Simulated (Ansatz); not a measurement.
We consider Cs2AgBiBr6 (Fm-3m, No. 225), described by LDA (Ansatz, a quantum-chemistry and plane-wave program, PAW).

Settings: plane-wave cutoff 520 eV, 6×6×6 k mesh, Fermi–Dirac smearing 0.01 eV, no spin polarisation, scalar-relativistic PAW data made under PBE.

Cell (relaxed at this level):

AgBiCs₂Br₆ is taken in the cubic space group Fm-3m (No. 225), Pearson symbol cF40. Conventional cell: a = b = c = 10.996 Å, α = β = γ = 90.00°. Bi on 4a sees 6 Br at 2.809 Å (octahedral). Ag on 4b is surrounded by 6 Br at 2.689 Å (octahedral). Cs on 8c has 12 Br at 3.888 Å (cuboctahedral). Br on 24e is coordinated by 1 Ag at 2.689 Å and 1 Bi at 2.809 Å and 4 Cs at 3.888 Å (octahedral). (Neighbours: up to the widest gap in distance over summed covalent radii, below 1.35, at either atom; cation-cation and far metal-metal contacts left out.)
(The calculation used a cell of 10 atoms; values per cell refer to that cell.)

Task: What does this level give for the band gap, smallest direct gap on the k points sampled and Γ–Γ gap?

Result: 
- band gap = 0.95 eV
- smallest direct gap on the k points sampled = 2.24 eV
- Γ–Γ gap = 2.56 eV

Note: the volume lies 6 % below that of the published cell.

Spin–orbit coupling is not included; with these elements it can move the gap by several tenths of an eV or more.

The computed numbers hold no vibrational or temperature effects.

Computing time: very roughly 80 core-seconds.
